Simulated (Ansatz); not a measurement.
**Elastic constant C44 of some elemental solids other than molecular ones**

Method: r²SCAN (Ansatz, a program for electronic structure, PAW). References are measured values corrected to a static lattice or taken at low temperature (these still hold zero-point motion). The table is a random draw of 14 from 19 solids with such references.

Values in GPa.

```csv
solid,reference,r²SCAN,error (%)
diamond-structure Si,80.2,81.4,+1.5
hcp Be,166,178,+7.2
hcp Zn,45.9§,43.6,-5.0
fcc Al,31.6,40.4,+28
fcc Cu,81.8,93.7,+14.5
fcc Pt,77.4,58.7,-24
hcp Y,26.9,23.3,-13.4
diamond-structure Ge,68,67.3,-1.0
bcc Ta,87.4,74.0,-15.3
fcc Au,45.4,31.7,-30
fcc Pd,71.2,60.1,-15.6
fcc Ag,51.1,45.7,-10.6
bcc W,163,147,-9.8
hcp Os,269†,276,+2.6
```

Over these 14 solids the mean error is -5.1 %, the mean absolute error 12.8 % (median 12.0 %), and the worst case fcc Au at -30 %; the value is below the reference in 9 of 14 cases. Over all 19 the mean error is -3.2 % and the mean absolute error 11.2 % (median 9.8 %).

All these references are low-temperature values that still hold zero-point motion.

Spin–orbit coupling is left out, also for the solids with elements from indium on (fcc Pt, bcc Ta, fcc Au, bcc W, hcp Os); its size isn't shown.

† marks references with one source in our tables, § those from which another value on file, of any temperature, differs by over 15 %.

Differences are worked out from the printed values.

Each level is taken at its own relaxed cell. Caveats: shear constants of such metals converge slowly with the k mesh (bcc Ta, bcc W). Ansatz's density-functional and Hartree–Fock values are scalar-relativistic unless marked +SOC, with PAW data made under PBE.

Ansatz's runs of these crystals have no spin polarisation. A magnetic state wasn't tried for fcc Pt, hcp Y, fcc Pd with meta-GGA or hybrid levels, which favour moments.

Not in this set, of the elemental solids other than molecular ones with a reference value in our tables and a result at some level: 16 for a reference at room or unstated temperature (fcc Ca, hcp Cd, hcp Co, bcc Cs, body-centred tetragonal In and 11 more); 3 for a run that failed a test (r²SCAN) (antiferromagnetic bcc Cr, bcc Fe, fcc Ni); 3 for a doubt noted on the run at r²SCAN (bcc Nb, grey tin (α-Sn), bcc V); 1 for sources at odds (bcc Li). These can be a level's worst cases. Values held back for tests aren't counted. Layered and molecular crystals are counted apart. The metals Ce to Yb are counted apart.

References as tabulated in Li et al. (2021), arXiv:2102.01972; Malica and Corso (2021), arXiv:2109.00459; Tanner et al. (2021), arXiv:2110.11888; Wang et al. (2022), arXiv:2209.12322 and others.
